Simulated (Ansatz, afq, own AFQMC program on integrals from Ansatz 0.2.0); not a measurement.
# H₃O (doublet): quantum Monte Carlo beside coupled cluster at distance H1–H2 along a hydrogen transfer = 0.807 Å, cc-pVTZ

How near does AFQMC come to the top of the ladder for H₃O (doublet)?

Computed with Ansatz 0.2.0, Gaussian basis, and an in-house AFQMC program (afq) on its integrals; all values are calculated. Level: cc-pVTZ, frozen cores.

The runs, in order: PBE (unrestricted); r2SCAN (unrestricted); PBE0 (unrestricted); CCSD(T) on UHF; B3LYP (unrestricted); wB97M-V (unrestricted); B2PLYP (unrestricted); CCSDT(Q) on UHF; Phaseless AFQMC, CISD trial on UHF.

## (1) The system

The geometry derives from fragments relaxed apart (PBE0/def2-TZVP) and kept rigid, so it is no stationary point. A hydrogen atom is moved between rigid fragments.

4 atoms, charge 0, spin multiplicity 2.

Atoms are counted from 1 here; the program's logs count them from 0.

Bond lengths: H1–H2 0.807 Å, H2–O3 1.145 Å, O3–H4 0.973 Å. Angles: H1–H2–O3 180.0°, H2–O3–H4 105.0°.

## (2) PBE (unrestricted)

Contents of in.yaml:

```yaml
crystal:
  periodic: [false, false, false]
  atoms:
    - {symbol: H, position_ang: [-1.801251, 0.049803, 0.000000]}
    - {symbol: H, position_ang: [-0.994251, 0.049803, 0.000000]}
    - {symbol: O, position_ang: [0.150749, 0.049803, 0.000000]}
    - {symbol: H, position_ang: [0.402608, -0.890147, 0.000000]}
basis:
  gaussian: {orbitals: cc-pVTZ}
magnetization: {spin_polarized: true, initial_magnetization: 1}
hamiltonian: {xc: {name: PBE}}
output: {orbitals: {seedname: orbitals}}
```

Started as:

```
ansatz run in.yaml --threads 1 --pin off --events-out ev --progress --plain --max-ram 5632MiB --backend cpu
```

Output:

```text
Functional definition: PBE
  name "PBE"
  cite "Perdew, Burke & Ernzerhof, Phys. Rev. Lett. 77, 3865 (1996) doi:10.1103/PhysRevLett.77.3865"
  parent pbe
  parameter kappa = 0.804
  parameter beta = 0.06672455060314922
  exchange = pbe_x(kappa = kappa, mu = beta*pi^2/3)
  correlation = pbe_c(beta = beta)
347 factors; their error is unknown
mean field evaluation 1: about -2087.2565 eV, gradient 3.5e1 eV
mean field evaluation 2: about -2066.5238 eV, gradient 7.5e1 eV
mean field evaluation 4: about -2091.0427 eV, gradient 5.6e0 eV
mean field evaluation 8: about -2091.2008 eV, gradient 1.8e-1 eV
mean field evaluation 16: about -2091.2008 eV, gradient 1.4e-5 eV
mean field -2091.20082031 eV, -76.8502126796 hartree, gradient 1.4e-5 eV, S^2 0.753694; 0 other end points of the search recorded, 0 dependent functions left out
reference -2091.20084540 eV, -76.8502136017 hartree; 6, 5 occupied and 66, 67 virtual orbitals, 347 factors
Total energy: -2091.20084540 eV, -76.8502136017 hartree
```

Run time: 0.64 s. Hardware: 1 thread of AMD EPYC 7R13 (Zen 3), shared host; peak memory 1.6 GiB.

From the report: ⟨S²⟩ of the determinant 0.754 (pure doublet: 0.75).

## (3) r2SCAN (unrestricted)

in.yaml: that of step 2 with these lines changed.

```diff
@@ -10,3 +10,2 @@
 magnetization: {spin_polarized: true, initial_magnetization: 1}
-hamiltonian: {xc: {name: PBE}}
-output: {orbitals: {seedname: orbitals}}
+hamiltonian: {xc: {name: r2SCAN}}
```

Same command.

Output:

```text
Functional definition: r2SCAN
  name "r2SCAN"
  cite "Furness, Kaplan, Ning, Perdew & Sun, J. Phys. Chem. Lett. 11, 8208 (2020) doi:10.1021/acs.jpclett.0c02405"
  cite "Furness, Kaplan, Ning, Perdew & Sun, J. Phys. Chem. Lett. 11, 9248 (2020) doi:10.1021/acs.jpclett.0c03077"
  parent r2scan
  parameter k0 = 0.174
  parameter k1 = 0.065
  parameter a1 = 4.9479
  exchange = r2scan_x(k0 = k0, k1 = k1, a1 = a1)
  correlation = r2scan_c
347 factors; their error is unknown
mean field evaluation 1: about -2089.0247 eV, gradient 3.2e1 eV
mean field evaluation 2: about -2079.8350 eV, gradient 5.8e1 eV
mean field evaluation 4: about -2092.4468 eV, gradient 1.8e0 eV
mean field evaluation 8: about -2092.4552 eV, gradient 2.3e-2 eV
mean field -2092.45522590 eV, -76.8963112349 hartree, gradient 7.7e-5 eV, S^2 0.757611; 0 other end points of the search recorded, 0 dependent functions left out
reference -2092.45523421 eV, -76.8963115401 hartree; 6, 5 occupied and 66, 67 virtual orbitals, 347 factors
Total energy: -2092.45523421 eV, -76.8963115401 hartree
```

It took 1.1 s on 1 thread of AMD EPYC 7R13 (Zen 3), shared host; peak memory 1.6 GiB.

From the report: ⟨S²⟩ of the determinant 0.758 (pure doublet: 0.75).

## (4) PBE0 (unrestricted)

in.yaml: that of step 3 with these lines changed.

```diff
@@ -10,2 +10,3 @@
 magnetization: {spin_polarized: true, initial_magnetization: 1}
-hamiltonian: {xc: {name: r2SCAN}}
+hamiltonian: {xc: {name: PBE0}}
+output: {orbitals: {seedname: orbitals}}
```

Same command.

Output:

```text
Functional definition: PBE0
  name "PBE0"
  cite "Adamo & Barone, J. Chem. Phys. 110, 6158 (1999) doi:10.1063/1.478522"
  cite "Perdew, Burke & Ernzerhof, Phys. Rev. Lett. 77, 3865 (1996) doi:10.1103/PhysRevLett.77.3865"
  parent pbe
  parameter a = 0.25
  parameter kappa = 0.804
  parameter beta = 0.06672455060314922
  exchange = (1 - a)*pbe_x(kappa = kappa, mu = beta*pi^2/3) + a*exact_x
  correlation = pbe_c(beta = beta)
347 factors; their error is unknown
mean field evaluation 1: about -2088.1990 eV, gradient 3.0e1 eV
mean field evaluation 2: about -2083.4936 eV, gradient 4.6e1 eV
mean field evaluation 4: about -2091.1167 eV, gradient 7.5e-1 eV
mean field evaluation 8: about -2091.1173 eV, gradient 1.6e-1 eV
mean field evaluation 16: about -2091.1173 eV, gradient 6.5e-5 eV
mean field -2091.11734527 eV, -76.8471450284 hartree, gradient 6.5e-5 eV, S^2 0.757971; 0 other end points of the search recorded, 0 dependent functions left out
reference -2091.11736467 eV, -76.8471457415 hartree; 6, 5 occupied and 66, 67 virtual orbitals, 347 factors
Total energy: -2091.11736467 eV, -76.8471457415 hartree
```

It took 0.61 s on 1 thread of AMD EPYC 7R13 (Zen 3), shared host; peak memory 1.6 GiB.

From the report: ⟨S²⟩ of the determinant 0.758 (pure doublet: 0.75).

## (5) CCSD(T) on UHF

in.yaml: that of step 4 with these lines changed.

```diff
@@ -10,3 +10,2 @@
 magnetization: {spin_polarized: true, initial_magnetization: 1}
-hamiltonian: {xc: {name: PBE0}}
-output: {orbitals: {seedname: orbitals}}
+correlation: {method: ccsd_t, electrons: outside_noble_gas, hamiltonian_folder: ham}
```

Started as:

```
ansatz run in.yaml --threads 1 --pin off --events-out ev --progress --plain --max-ram 16896MiB --backend cuda --devices 0, --max-vram 18GiB
```

Output, shortened:

```text
Functional definition: HF
  name "HF"
  cite "Fock, Z. Phys. 61, 126 (1930) doi:10.1007/BF01340294"
  parent pbe
[...]
410 factors; integrals over basis functions are off by at most 1.1e-3 eV
[...]
mean field -2081.87603768 eV, -76.5075332383 hartree, gradient 5.6e-6 eV, S^2 0.784814; 4 other end points of the search recorded, 0 dependent functions left out
determinant -2081.87603768 eV, -76.5075332383 hartree, with singles and doubles -2089.56364948 eV, -76.7900477613 hartree
determinant -2080.37734440 eV, -76.4524572763 hartree, with singles and doubles -2087.55651904 eV, -76.7162870781 hartree
1 core orbitals not correlated: weight in the atoms' cores, before any rotation towards them, 1.000 or more for the frozen orbitals, at most 0.000 for the correlated occupied ones
reference -2081.87603768 eV, -76.5075332383 hartree; 5, 4 occupied and 66, 67 virtual orbitals, 410 factors
second order -7.20289871 eV of doubles, -0.00000000 eV of singles
cycle   1  -7.61161882 eV  change   -7.0e-1 eV  update   1.6e-2
[...]
cycle  10  -7.63404875 eV  change   -3.0e-6 eV  update   4.7e-6
perturbative correction -0.22797775 eV, -0.0083780277 hartree
Total energy: -2089.73806417 eV, -76.7964573831 hartree
```

Run time: 2.8 s. Hardware: 1 × NVIDIA H100 80GB HBM3 with 1 thread of AMD EPYC 7R13 (Zen 3), shared host; peak host memory 1.6 GiB.

From the report: ⟨S²⟩ of the determinant 0.785 (pure doublet: 0.75); correlation -7.8620 eV; T1 0.021; largest double amplitude 0.05.

This run also writes the integrals to the folder ham.

## (6) B3LYP (unrestricted)

in.yaml: that of step 5 with these lines changed.

```diff
@@ -10,2 +10,2 @@
 magnetization: {spin_polarized: true, initial_magnetization: 1}
-correlation: {method: ccsd_t, electrons: outside_noble_gas, hamiltonian_folder: ham}
+hamiltonian: {xc: {name: B3LYP}}
```

Started as:

```
ansatz run in.yaml --threads 1 --pin off --events-out ev --progress --plain --max-ram 5632MiB --backend cpu
```

Output:

```text
Functional definition: B3LYP
  name "B3LYP"
  cite "Stephens, Devlin, Chabalowski & Frisch, J. Phys. Chem. 98, 11623 (1994) doi:10.1021/j100096a001"
  cite "Becke, Phys. Rev. A 38, 3098 (1988) doi:10.1103/PhysRevA.38.3098"
  cite "Lee, Yang & Parr, Phys. Rev. B 37, 785 (1988) doi:10.1103/PhysRevB.37.785"
  cite "Vosko, Wilk & Nusair, Can. J. Phys. 58, 1200 (1980) doi:10.1139/p80-159"
  parameter a0 = 0.2
  parameter ax = 0.72
  parameter ac = 0.81
  exchange = (1 - a0 - ax)*slater_x + ax*b88_x + a0*exact_x
  correlation = (1 - ac)*vwn_rpa_c + ac*lyp_c
347 factors; their error is unknown
mean field evaluation 1: about -2090.2195 eV, gradient 3.2e1 eV
mean field evaluation 2: about -2082.8793 eV, gradient 5.5e1 eV
mean field evaluation 4: about -2093.6199 eV, gradient 1.0e0 eV
mean field evaluation 8: about -2093.6221 eV, gradient 1.4e-2 eV
mean field -2093.62210721 eV, -76.9391933319 hartree, gradient 4.5e-5 eV, S^2 0.756422; 0 other end points of the search recorded, 0 dependent functions left out
reference -2093.62226529 eV, -76.9391991413 hartree; 6, 5 occupied and 66, 67 virtual orbitals, 347 factors
Total energy: -2093.62226529 eV, -76.9391991413 hartree
```

Wall time 0.6 s (1 thread of AMD EPYC 7R13 (Zen 3), shared host); peak memory 1.6 GiB.

From the report: ⟨S²⟩ of the determinant 0.756 (pure doublet: 0.75).

## (7) wB97M-V (unrestricted)

in.yaml: that of step 6 with these lines changed.

```diff
@@ -10,2 +10,3 @@
 magnetization: {spin_polarized: true, initial_magnetization: 1}
-hamiltonian: {xc: {name: B3LYP}}
+hamiltonian: {xc: {name: wB97M-V}}
+output: {orbitals: {seedname: orbitals}}
```

Same command.

Output, shortened:

```text
Functional definition: wB97M-V
  name "wB97M-V"
  cite "Mardirossian & Head-Gordon, J. Chem. Phys. 144, 214110 (2016) doi:10.1063/1.4952647"
  cite "Becke, J. Chem. Phys. 107, 8554 (1997) doi:10.1063/1.475007"
  cite "Vydrov & Van Voorhis, J. Chem. Phys. 133, 244103 (2010) doi:10.1063/1.3521275"
  # Of w^i u^j: cxij and so on, Table III.
[...]
  gx(w, u) = 1 - cx + cx01*u + cx10*w
  gss(w, u) = css00 + css04*u^4 + css10*w + css20*w^2 + css43*w^4*u^3
  gos(w, u) = cos00 + cos10*w + (cos20 + cos21*u)*w^2 + (cos60 + cos61*u)*w^6
[...]
      + integral(e_c_pw_mod_opposite_spin*gos(b97_w_opposite, b97_u_opposite)) + vv10(b, c)
347 factors; their error is unknown
90 factors; integrals over basis functions are off by at most 2.6e-5 eV
[...]
mean field -2092.24317840 eV, -76.8885186327 hartree, gradient 4.2e-5 eV, S^2 0.756153; 0 other end points of the search recorded, 0 dependent functions left out
reference -2092.24320577 eV, -76.8885196386 hartree; 6, 5 occupied and 66, 67 virtual orbitals, 347 factors
Total energy: -2092.24320577 eV, -76.8885196386 hartree
```

Run time: 1.7 s. Hardware: 1 thread of AMD EPYC 7R13 (Zen 3), shared host; peak memory 1.6 GiB.

From the report: ⟨S²⟩ of the determinant 0.756 (pure doublet: 0.75).

## (8) B2PLYP (unrestricted)

in.yaml: that of step 7 with these lines changed.

```diff
@@ -10,3 +10,3 @@
 magnetization: {spin_polarized: true, initial_magnetization: 1}
-hamiltonian: {xc: {name: wB97M-V}}
-output: {orbitals: {seedname: orbitals}}
+hamiltonian: {xc: {name: B2PLYP}}
+correlation: {electrons: outside_noble_gas}
```

Same command.

Output, shortened:

```text
Functional definition: B2PLYP
  name "B2PLYP"
  cite "Grimme, J. Chem. Phys. 124, 034108 (2006) doi:10.1063/1.2148954"
  cite "Becke, Phys. Rev. A 38, 3098 (1988) doi:10.1103/PhysRevA.38.3098"
  cite "Lee, Yang & Parr, Phys. Rev. B 37, 785 (1988) doi:10.1103/PhysRevB.37.785"
[...]
410 factors; integrals over basis functions are off by at most 1.1e-3 eV
[...]
mean field -2089.53567552 eV, -76.7890197372 hartree, gradient 3.9e-6 eV, S^2 0.765112; 0 other end points of the search recorded, 0 dependent functions left out
1 core orbitals not correlated: weight in the atoms' cores, before any rotation towards them, 1.000 or more for the frozen orbitals, at most 0.000 for the correlated occupied ones
reference -2089.53577681 eV, -76.7890234595 hartree; 5, 4 occupied and 66, 67 virtual orbitals, 410 factors
second order -8.75270882 eV of doubles, -0.00000000 eV of singles
Total energy: -2091.89900819 eV, -76.8758706109 hartree
```

Wall time 0.79 s (1 thread of AMD EPYC 7R13 (Zen 3), shared host); peak memory 1.6 GiB.

From the report: ⟨S²⟩ of the determinant 0.765 (pure doublet: 0.75).

## (9) CCSDT(Q) on UHF

in.yaml: that of step 8 with these lines changed.

```diff
@@ -10,3 +10,2 @@
 magnetization: {spin_polarized: true, initial_magnetization: 1}
-hamiltonian: {xc: {name: B2PLYP}}
-correlation: {electrons: outside_noble_gas}
+correlation: {method: ccsdt_q, electrons: outside_noble_gas}
```

Started as:

```
ansatz run in.yaml --threads 1 --pin off --events-out ev --progress --plain --max-ram 16896MiB --backend cuda --devices 0, --max-vram 18GiB
```

Output, shortened:

```text
Functional definition: HF
  name "HF"
  cite "Fock, Z. Phys. 61, 126 (1930) doi:10.1007/BF01340294"
  parent pbe
[...]
871 factors; integrals over basis functions are off by at most 2.0e-7 eV
[...]
mean field -2081.87604397 eV, -76.5075334698 hartree, gradient 5.2e-6 eV, S^2 0.784814; 4 other end points of the search recorded, 0 dependent functions left out
determinant -2081.87604397 eV, -76.5075334698 hartree, with singles and doubles -2089.56367535 eV, -76.7900487119 hartree
determinant -2080.37734860 eV, -76.4524574305 hartree, with singles and doubles -2087.55653975 eV, -76.7162878392 hartree
1 core orbitals not correlated: weight in the atoms' cores, before any rotation towards them, 1.000 or more for the frozen orbitals, at most 0.000 for the correlated occupied ones
reference -2081.87604397 eV, -76.5075334698 hartree; 5, 4 occupied and 66, 67 virtual orbitals, 871 factors
second order -7.20292047 eV of doubles, -0.00000000 eV of singles
cycle   1  -7.35978298 eV  change   -1.6e-1 eV  update   6.7e-2
[...]
cycle  16  -7.87126279 eV  change   -6.8e-7 eV  update   7.6e-7
perturbative correction -0.01196782 eV, -0.0004398093 hartree
Total energy: -2089.75927459 eV, -76.7972368513 hartree
```

Wall time 5.5 s (1 × NVIDIA H100 80GB HBM3 with 1 thread of AMD EPYC 7R13 (Zen 3), shared host); peak host memory 1.6 GiB.

From the report: ⟨S²⟩ of the determinant 0.785 (pure doublet: 0.75); correlation -7.8832 eV; T1 0.020; largest double amplitude 0.05.

## (10) Phaseless AFQMC, CISD trial on UHF

It reads the integrals that the CCSD(T) run on this determinant wrote.

Started as:

```
afq ham --method phaseless --trial cisd --walkers 3100 --populations 20 --least-time 60 --time-step 0.005 --steps-per-block 50 --equilibration-blocks 28 --max-blocks 4000 --target-error 0.00018 --factor-cut 1e-05 --start spin_pure --seed 931 --release-times 0.24,0.51,0.99,1.62,2.4 --release-step 0.03 --release-every 3 --taylor-order 6
```

Output:

```text
orbitals 71  electrons 5 4  factors 410 of 410
reference energy -76.50753324 Eh
CCSD correlation -0.28054618 Eh in 13 cycles, weight of the determinant in the CISD state 0.9199
energy of the start -76.786613 Eh
 block  time / (1/Eh)  mean weight  energy / Eh
     1     0.250  1.0000  -76.788007
     2     0.500  0.9997  -76.791742
     3     0.750  0.9994  -76.794413
     4     1.000  0.9999  -76.796038
     5     1.250  1.0000  -76.795791
     6     1.500  0.9996  -76.795891
     7     1.750  1.0000  -76.796666
     8     2.000  1.0001  -76.797693
     9     2.250  0.9999  -76.797589
    10     2.500  0.9997  -76.796557
    11     2.750  1.0002  -76.796190
    12     3.000  0.9999  -76.796263
    13     3.250  1.0006  -76.796584
    14     3.500  1.0000  -76.796235
    15     3.750  1.0002  -76.795933
    16     4.000  1.0004  -76.797502
    17     4.250  0.9997  -76.797907
    18     4.500  1.0003  -76.796053
    19     4.750  0.9998  -76.796210
    20     5.000  1.0000  -76.796490
    21     5.250  1.0002  -76.796879
    22     5.500  0.9999  -76.797361
    23     5.750  1.0002  -76.797258
    24     6.000  0.9997  -76.798440
    25     6.250  0.9998  -76.797365
    26     6.500  1.0004  -76.796924
    27     6.750  0.9995  -76.796230
    28     7.000  1.0001  -76.797571
    29     7.250  0.9995  -76.797503
    30     7.500  0.9997  -76.797630
    31     7.750  1.0001  -76.796315
    32     8.000  0.9996  -76.797372
    33     8.250  1.0001  -76.797544
    34     8.500  0.9998  -76.797428
    35     8.750  1.0000  -76.796941
    36     9.000  1.0001  -76.796445
    37     9.250  1.0000  -76.796984
    38     9.500  0.9994  -76.798009
    39     9.750  1.0002  -76.797765
    40    10.000  1.0001  -76.796596
    41    10.250  1.0005  -76.796192
    42    10.500  0.9998  -76.796041
    43    10.750  1.0001  -76.796461
    44    11.000  1.0002  -76.798376
    45    11.250  0.9996  -76.797106
    46    11.500  0.9997  -76.797151
    47    11.750  1.0001  -76.795536
    48    12.000  1.0004  -76.795744
    49    12.250  1.0003  -76.795978
    50    12.500  1.0003  -76.796848
    51    12.750  1.0006  -76.796386
    52    13.000  0.9999  -76.797241
    53    13.250  1.0004  -76.797668
    54    13.500  0.9996  -76.797969
    55    13.750  1.0003  -76.796937
    56    14.000  0.9998  -76.796375
    57    14.250  1.0004  -76.796274
    58    14.500  0.9995  -76.796292
    59    14.750  0.9996  -76.796883
    60    15.000  0.9998  -76.795715
    61    15.250  1.0004  -76.797100
    62    15.500  0.9995  -76.796575
    63    15.750  0.9999  -76.797624
    64    16.000  1.0009  -76.796279
    65    16.250  1.0002  -76.796634
    66    16.500  0.9997  -76.797794
    67    16.750  1.0002  -76.796816
    68    17.000  1.0004  -76.796121
    69    17.250  1.0000  -76.795567
    70    17.500  1.0001  -76.795415
    71    17.750  1.0000  -76.796494
    72    18.000  0.9999  -76.797442
    73    18.250  0.9993  -76.797489
    74    18.500  0.9999  -76.797696
    75    18.750  1.0004  -76.797303
    76    19.000  1.0001  -76.796595
    77    19.250  1.0004  -76.795449
    78    19.500  0.9999  -76.795961
error from the spread of 20 populations
released: time / (1/Eh)  energy / Eh  error  mean overlap
  0.24  -76.797015  0.000117  0.9947
  0.51  -76.797135  0.000087  0.9877
  0.99  -76.797174  0.000113  0.9832
  1.62  -76.797204  0.000135  0.9744
  2.40  -76.797331  0.000157  0.9648
energy -76.796801 +/- 0.000147 Eh
```

Wall time 75 s (1 × NVIDIA H100 80GB HBM3 with 2 threads of AMD EPYC 7R13 (Zen 3), shared host); peak host memory 1.7 GiB.

Energy -2089.7474 ± 0.0040 eV. Caveats: constraint bias not in the error.

## (11) All levels side by side

On the UHF determinant, counted from CCSDT(Q) (a yardstick, not exact):

```csv
level,energy (eV),from CCSDT(Q) (kJ/mol),statistical error (kJ/mol),time
HF,-2081.8760,+760.6,,
MP2,-2089.0789,+65.6,,
CCSD,-2089.5101,+24.0,,
CCSD(T),-2089.7381,+2.0,,
CCSDT(Q),-2089.7593,0.0,,
"Phaseless AFQMC, CISD trial, step 0.005, 3100 walkers",-2089.7474,+1.1,0.4,75 s
```

The functionals' totals stand on their own zeros and serve differences with other points: PBE -2091.201 eV; r2SCAN -2092.455 eV; PBE0 -2091.117 eV; B3LYP -2093.622 eV; wB97M-V -2092.243 eV; B2PLYP -2091.899 eV.

## (12) Results

| quantity | value |
| --- | --- |
| CCSD(T) on UHF from CCSDT(Q) | +2.0 kJ/mol |
| Phaseless AFQMC, CISD trial on UHF from CCSDT(Q) | +1.1 ± 0.4 kJ/mol |

What this shows: On UHF the phaseless walk with the CISD trial lies +1.1 kJ/mol from CCSDT(Q), within three error bars. Error bars are statistical and leave out the constraint, the time step and what remains of the start.
